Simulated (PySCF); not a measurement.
Species: C4H6ClF.
Atom-mapped SMILES: `[CH2:1]=[CH:2][C@@H:3]([Cl:4])[CH2:5][F:6]` (hydrogens: H7, H8 on C1; H9 on C2; H10 on C3; H11, H12 on C5)

Structure optimised with GFN2-xTB, isolated species.

Some entries are withheld.

```
coordinate    value
     C1=C2  1.318 Å
     C2–C3        ?
    C3–Cl4        ?
     C3–C5        ?
     C5–F6  1.370 Å
     C1–H7  1.076 Å
     C1–H8  1.077 Å
     C2–H9  1.082 Å
    C3–H10  1.096 Å
    C5–H11  1.094 Å
    C5–H12  1.094 Å
  C1–C2–C3        ?
 C2–C3–Cl4   113.1°
  C2–C3–C5   111.1°
 Cl4–C3–C5        ?
  C3–C5–F6        ?
```

Question: Estimate the withheld lengths and angles.

Answer: 
- C2–C3 = 1.498 Å, drawn single (alkene CH carbon to sp3 C–Cl carbon); 0.01 Å above the sum of covalent radii, 1.49 Å.
- C3–Cl4 = 1.784 Å, drawn single (sp3 C–Cl carbon to alkyl chlorine); equal to the sum of covalent radii, 1.78 Å.
- C3–C5 = 1.531 Å, drawn single (sp3 C–Cl carbon to sp3 C–F carbon); 0.01 Å above the sum of covalent radii, 1.52 Å.
- C1–C2–C3 = 126.6°, at the alkene CH carbon; the outer atoms are 2.516 Å apart.
- Cl4–C3–C5 = 106.9°, at the sp3 C–Cl carbon; the outer atoms are 2.667 Å apart.
- C3–C5–F6 = 109.7°, at the sp3 C–F carbon; the outer atoms are 2.374 Å apart.

Radii are Cordero's, carbon taken as 0.76, 0.73 or 0.69 Å for four, three, and two or fewer neighbours.

Not checked by GFN2-xTB frequencies. The numbers are those of one conformer (C1–C2–C3–Cl4 -2°, C2–C3–C5–F6 65°).

All values are computed, not measured.
